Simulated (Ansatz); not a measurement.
Ansatz (a program for electronic structure) input (B3LYP-D3(BJ)/def2-TZVP):

Ansatz 0.2 input:
```yaml
crystal:
  periodic: [false, false, false]
  atoms:
    - {symbol: C, position_ang: [-0.02784272, 0.07672693, 0.05477787]}
    - {symbol: C, position_ang: [-0.08889168, 0.83888068, 1.33004228]}
    - {symbol: C, position_ang: [-0.01253030, -0.71527917, 1.30288250]}
    - {symbol: C, position_ang: [0.75721562, 0.00668667, -1.21024639]}
    - {symbol: C, position_ang: [-0.77765176, 0.01327665, -1.22694930]}
    - {symbol: H, position_ang: [0.91531343, 1.23209040, 1.56079430]}
    - {symbol: H, position_ang: [-0.90142096, -1.28826233, 1.58274551]}
    - {symbol: H, position_ang: [0.91258719, -1.26192393, 1.51820960]}
    - {symbol: H, position_ang: [1.25888284, -0.91323288, -1.50845941]}
    - {symbol: H, position_ang: [1.26283121, 0.90616505, -1.55641461]}
    - {symbol: H, position_ang: [-1.27312957, -0.91059355, -1.51956341]}
    - {symbol: H, position_ang: [-1.27685927, 0.91400673, -1.58035391]}
basis:
  gaussian:
    orbitals: def2-TZVP
hamiltonian:
  xc: b3lyp
  dispersion: d3bj
total_charge: -1
phonons: {temperatures: {t_min: 298.15, t_max: 298.15, t_step: 100}}
```

Output:

```
Functional definition: B3LYP
integrals: 0.10 GiB planned
1208 factors; their error is unknown
mean field: 1.04 GiB planned
mean field evaluation 1: about -5289.9413 eV, gradient 5.4e1 eV
mean field evaluation 2: about -5262.8763 eV, gradient 1.0e2 eV
mean field evaluation 4: about -5297.3817 eV, gradient 6.8e0 eV
mean field evaluation 8: about -5297.4913 eV, gradient 1.6e-1 eV
mean field evaluation 16: about -5297.4643 eV, gradient 1.1e-3 eV
mean field -5297.46428083 eV, -194.6782215704 hartree, gradient 5.8e-5 eV, S^2 0.000000; 0 other end points of the search recorded, 0 dependent functions left out
the calculation of the forces begins
reference -5297.46455002 eV, -194.6782314628 hartree; 19, 19 occupied and 178, 178 virtual orbitals, 1208 factors
these checks for a lower state are left out or cut short: stability, starts, cluster_reference, orbital_swaps, neighbouring_geometries, increment
integrals: 0.10 GiB planned
1208 factors; their error is unknown
mean field: 1.04 GiB planned
mean field -5297.46420242 eV, -194.6782186888 hartree, gradient 2.9e-6 eV, S^2 0.000000; 0 other end points of the search recorded, 0 dependent functions left out
the calculation of the forces begins
reference -5297.46447160 eV, -194.6782285810 hartree; 19, 19 occupied and 178, 178 virtual orbitals, 1208 factors
these checks for a lower state are left out or cut short: stability, starts, cluster_reference, orbital_swaps, neighbouring_geometries, increment
integrals: 0.10 GiB planned
1208 factors; their error is unknown
mean field: 1.04 GiB planned
mean field evaluation 32: about -5297.4642 eV, gradient 1.4e-2 eV
mean field -5297.46420180 eV, -194.6782186661 hartree, gradient 2.9e-6 eV, S^2 0.000000; 0 other end points of the search recorded, 0 dependent functions left out
the calculation of the forces begins
reference -5297.46447100 eV, -194.6782285587 hartree; 19, 19 occupied and 178, 178 virtual orbitals, 1208 factors
these checks for a lower state are left out or cut short: stability, starts, cluster_reference, orbital_swaps, neighbouring_geometries, increment
integrals: 0.10 GiB planned
1208 factors; their error is unknown
mean field: 1.04 GiB planned
mean field -5297.46419033 eV, -194.6782182445 hartree, gradient 2.9e-6 eV, S^2 0.000000; 0 other end points of the search recorded, 0 dependent functions left out
the calculation of the forces begins
reference -5297.46445954 eV, -194.6782281376 hartree; 19, 19 occupied and 178, 178 virtual orbitals, 1208 factors
these checks for a lower state are left out or cut short: stability, starts, cluster_reference, orbital_swaps, neighbouring_geometries, increment
integrals: 0.10 GiB planned
1208 factors; their error is unknown
mean field: 1.04 GiB planned
mean field -5297.46418635 eV, -194.6782180980 hartree, gradient 2.9e-6 eV, S^2 0.000000; 0 other end points of the search recorded, 0 dependent functions left out
the calculation of the forces begins
reference -5297.46445551 eV, -194.6782279898 hartree; 19, 19 occupied and 178, 178 virtual orbitals, 1208 factors
these checks for a lower state are left out or cut short: stability, starts, cluster_reference, orbital_swaps, neighbouring_geometries, increment
integrals: 0.10 GiB planned
1208 factors; their error is unknown
mean field: 1.04 GiB planned
mean field -5297.46407940 eV, -194.6782141677 hartree, gradient 2.9e-6 eV, S^2 0.000000; 0 other end points of the search recorded, 0 dependent functions left out
the calculation of the forces begins
reference -5297.46434864 eV, -194.6782240621 hartree; 19, 19 occupied and 178, 178 virtual orbitals, 1208 factors
these checks for a lower state are left out or cut short: stability, starts, cluster_reference, orbital_swaps, neighbouring_geometries, increment
integrals: 0.10 GiB planned
[...]
mean field: 1.04 GiB planned
mean field -5297.46423334 eV, -194.6782198252 hartree, gradient 2.9e-6 eV, S^2 0.000000; 0 other end points of the search recorded, 0 dependent functions left out
the calculation of the forces begins
reference -5297.46450253 eV, -194.6782297174 hartree; 19, 19 occupied and 178, 178 virtual orbitals, 1208 factors
these checks for a lower state are left out or cut short: stability, starts, cluster_reference, orbital_swaps, neighbouring_geometries, increment
integrals: 0.10 GiB planned
1208 factors; their error is unknown
mean field: 1.04 GiB planned
mean field -5297.46428929 eV, -194.6782218812 hartree, gradient 2.9e-6 eV, S^2 0.000000; 0 other end points of the search recorded, 0 dependent functions left out
the calculation of the forces begins
reference -5297.46455848 eV, -194.6782317738 hartree; 19, 19 occupied and 178, 178 virtual orbitals, 1208 factors
these checks for a lower state are left out or cut short: stability, starts, cluster_reference, orbital_swaps, neighbouring_geometries, increment
integrals: 0.10 GiB planned
1208 factors; their error is unknown
mean field: 1.04 GiB planned
mean field -5297.46422528 eV, -194.6782195288 hartree, gradient 2.9e-6 eV, S^2 0.000000; 0 other end points of the search recorded, 0 dependent functions left out
the calculation of the forces begins
reference -5297.46449448 eV, -194.6782294216 hartree; 19, 19 occupied and 178, 178 virtual orbitals, 1208 factors
these checks for a lower state are left out or cut short: stability, starts, cluster_reference, orbital_swaps, neighbouring_geometries, increment
integrals: 0.10 GiB planned
1208 factors; their error is unknown
mean field: 1.04 GiB planned
mean field evaluation 448: about -5297.4928 eV, gradient 6.5e-1 eV
mean field -5297.46427367 eV, -194.6782213072 hartree, gradient 2.9e-6 eV, S^2 0.000000; 0 other end points of the search recorded, 0 dependent functions left out
the calculation of the forces begins
reference -5297.46454284 eV, -194.6782311991 hartree; 19, 19 occupied and 178, 178 virtual orbitals, 1208 factors
these checks for a lower state are left out or cut short: stability, starts, cluster_reference, orbital_swaps, neighbouring_geometries, increment
integrals: 0.10 GiB planned
1208 factors; their error is unknown
mean field: 1.04 GiB planned
mean field -5297.46419140 eV, -194.6782182839 hartree, gradient 2.9e-6 eV, S^2 0.000000; 0 other end points of the search recorded, 0 dependent functions left out
the calculation of the forces begins
reference -5297.46446061 eV, -194.6782281769 hartree; 19, 19 occupied and 178, 178 virtual orbitals, 1208 factors
these checks for a lower state are left out or cut short: stability, starts, cluster_reference, orbital_swaps, neighbouring_geometries, increment
integrals: 0.10 GiB planned
1208 factors; their error is unknown
mean field: 1.04 GiB planned
mean field -5297.46421282 eV, -194.6782190710 hartree, gradient 2.9e-6 eV, S^2 0.000000; 0 other end points of the search recorded, 0 dependent functions left out
the calculation of the forces begins
reference -5297.46448199 eV, -194.6782289628 hartree; 19, 19 occupied and 178, 178 virtual orbitals, 1208 factors
these checks for a lower state are left out or cut short: stability, starts, cluster_reference, orbital_swaps, neighbouring_geometries, increment
integrals: 0.10 GiB planned
1208 factors; their error is unknown
mean field: 1.04 GiB planned
mean field -5297.46423649 eV, -194.6782199408 hartree, gradient 2.9e-6 eV, S^2 0.000000; 0 other end points of the search recorded, 0 dependent functions left out
the calculation of the forces begins
reference -5297.46450567 eV, -194.6782298331 hartree; 19, 19 occupied and 178, 178 virtual orbitals, 1208 factors
these checks for a lower state are left out or cut short: stability, starts, cluster_reference, orbital_swaps, neighbouring_geometries, increment
integrals: 0.10 GiB planned
1208 factors; their error is unknown
mean field: 1.04 GiB planned
mean field evaluation 480: about -5297.4643 eV, gradient 1.4e-2 eV
mean field -5297.46429165 eV, -194.6782219679 hartree, gradient 2.9e-6 eV, S^2 0.000000; 0 other end points of the search recorded, 0 dependent functions left out
the calculation of the forces begins
reference -5297.46456084 eV, -194.6782318604 hartree; 19, 19 occupied and 178, 178 virtual orbitals, 1208 factors
these checks for a lower state are left out or cut short: stability, starts, cluster_reference, orbital_swaps, neighbouring_geometries, increment
integrals: 0.10 GiB planned
1208 factors; their error is unknown
mean field: 1.04 GiB planned
mean field -5297.46422611 eV, -194.6782195591 hartree, gradient 2.9e-6 eV, S^2 0.000000; 0 other end points of the search recorded, 0 dependent functions left out
the calculation of the forces begins
reference -5297.46449527 eV, -194.6782294509 hartree; 19, 19 occupied and 178, 178 virtual orbitals, 1208 factors
these checks for a lower state are left out or cut short: stability, starts, cluster_reference, orbital_swaps, neighbouring_geometries, increment
integrals: 0.10 GiB planned
1208 factors; their error is unknown
mean field: 1.04 GiB planned
mean field -5297.46427224 eV, -194.6782212548 hartree, gradient 2.9e-6 eV, S^2 0.000000; 0 other end points of the search recorded, 0 dependent functions left out
the calculation of the forces begins
reference -5297.46454145 eV, -194.6782311478 hartree; 19, 19 occupied and 178, 178 virtual orbitals, 1208 factors
these checks for a lower state are left out or cut short: stability, starts, cluster_reference, orbital_swaps, neighbouring_geometries, increment
integrals: 0.10 GiB planned
1208 factors; their error is unknown
mean field: 1.04 GiB planned
mean field -5297.46421684 eV, -194.6782192186 hartree, gradient 2.9e-6 eV, S^2 0.000000; 0 other end points of the search recorded, 0 dependent functions left out
the calculation of the forces begins
reference -5297.46448601 eV, -194.6782291105 hartree; 19, 19 occupied and 178, 178 virtual orbitals, 1208 factors
these checks for a lower state are left out or cut short: stability, starts, cluster_reference, orbital_swaps, neighbouring_geometries, increment
integrals: 0.10 GiB planned
1208 factors; their error is unknown
mean field: 1.04 GiB planned
mean field -5297.46419412 eV, -194.6782183836 hartree, gradient 2.9e-6 eV, S^2 0.000000; 0 other end points of the search recorded, 0 dependent functions left out
the calculation of the forces begins
reference -5297.46446332 eV, -194.6782282765 hartree; 19, 19 occupied and 178, 178 virtual orbitals, 1208 factors
these checks for a lower state are left out or cut short: stability, starts, cluster_reference, orbital_swaps, neighbouring_geometries, increment
integrals: 0.10 GiB planned
1208 factors; their error is unknown
mean field: 1.04 GiB planned
mean field evaluation 512: about -5297.4935 eV, gradient 5.0e-4 eV
mean field -5297.46423614 eV, -194.6782199279 hartree, gradient 2.9e-6 eV, S^2 0.000000; 0 other end points of the search recorded, 0 dependent functions left out
the calculation of the forces begins
reference -5297.46450533 eV, -194.6782298206 hartree; 19, 19 occupied and 178, 178 virtual orbitals, 1208 factors
these checks for a lower state are left out or cut short: stability, starts, cluster_reference, orbital_swaps, neighbouring_geometries, increment
integrals: 0.10 GiB planned
1208 factors; their error is unknown
mean field: 1.04 GiB planned
mean field -5297.46428681 eV, -194.6782217898 hartree, gradient 2.9e-6 eV, S^2 0.000000; 0 other end points of the search recorded, 0 dependent functions left out
the calculation of the forces begins
reference -5297.46455598 eV, -194.6782316819 hartree; 19, 19 occupied and 178, 178 virtual orbitals, 1208 factors
Total energy: -5297.85224190 eV, -194.6924788767 hartree
Atom 0 at    -0.027843     0.076727     0.054778 Å, force     0.000654    -0.000552    -0.000171 eV/Å
Atom 1 at    -0.088892     0.838881     1.330042 Å, force     0.000502     0.000431     0.000069 eV/Å
Atom 2 at    -0.012530    -0.715279     1.302882 Å, force     0.000442    -0.000034     0.001161 eV/Å
Atom 3 at     0.757216     0.006687    -1.210246 Å, force     0.000082    -0.000290    -0.000415 eV/Å
Atom 4 at    -0.777652     0.013277    -1.226949 Å, force     0.000127     0.000189    -0.000243 eV/Å
Atom 5 at     0.915313     1.232090     1.560794 Å, force    -0.000923     0.000074    -0.000209 eV/Å
Atom 6 at    -0.901421    -1.288262     1.582746 Å, force    -0.000445    -0.000164    -0.000059 eV/Å
Atom 7 at     0.912587    -1.261924     1.518210 Å, force    -0.000100    -0.000075    -0.000433 eV/Å
Atom 8 at     1.258883    -0.913233    -1.508459 Å, force     0.000158     0.000326    -0.000035 eV/Å
Atom 9 at     1.262831     0.906165    -1.556415 Å, force     0.000124    -0.000048     0.000158 eV/Å
Atom 10 at    -1.273130    -0.910594    -1.519563 Å, force    -0.000440     0.000180     0.000100 eV/Å
Atom 11 at    -1.276859     0.914007    -1.580354 Å, force    -0.000181    -0.000037     0.000078 eV/Å
Dipole moment:     0.281573    -0.551412    -0.855024 e Å
Vibrations: 286.57 298.30 348.34 564.90 769.69 778.73 806.14 832.99 842.40 880.37 972.58 994.42 1014.04 1024.67 1033.82 1098.75 1158.33 1161.98 1177.47 1402.57 1453.79 1477.67 1500.28 2896.56 2965.84 2999.57 3035.76 3041.96 3094.19 3114.65 cm⁻¹, zero-point energy 2.667353 eV
```

It need not be the lowest isomer of its formula. Whether it binds its extra electron was not tested at this geometry.
